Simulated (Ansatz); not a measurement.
Graphite

Calculation: PBE-D4 in Ansatz (PAW).

Numerical settings: plane-wave cutoff 520 eV, 24×24×8 k mesh (along the axes of the cell as run), Fermi–Dirac smearing 0.05 eV, scalar-relativistic PAW data made under PBE.

Cell: relaxed at this level.

```yaml
equilibrium_volume_per_atom: 8.73 Å³/atom
bulk_modulus: 34.8 GPa
equilibrium_lattice_constant_a: 2.460 Å
lattice_parameter_c: 6.663 Å
band_gap: zero (no gap)
```

Measured, for comparison: bulk modulus 33.8 ± 0.3 GPa (room temperature, no zero-point or thermal correction, our sources range from 33.8 to 35.8; as tabulated in Ouyang et al. (2019), arXiv:1912.06187); lattice constant a 2.461 Å (300 K, no zero-point or thermal correction, our sources range from 2.456 to 2.461; as tabulated in Wikipedia's data pages); lattice parameter c 6.67 Å (low temperature, zero-point motion not removed; as tabulated in Berland et al. (2010), arXiv:1007.3305). Computed (rounded) less measured: bulk modulus +3 % (inside the range of the sources held), lattice constant a 0.0 % (inside the range of the sources held), lattice parameter c -0.1 %.

Note: the bulk modulus comes from volumes at which shape and atoms were relaxed.

The computed numbers hold no vibrational or temperature effects.

Ansatz is a program for electronic structure.
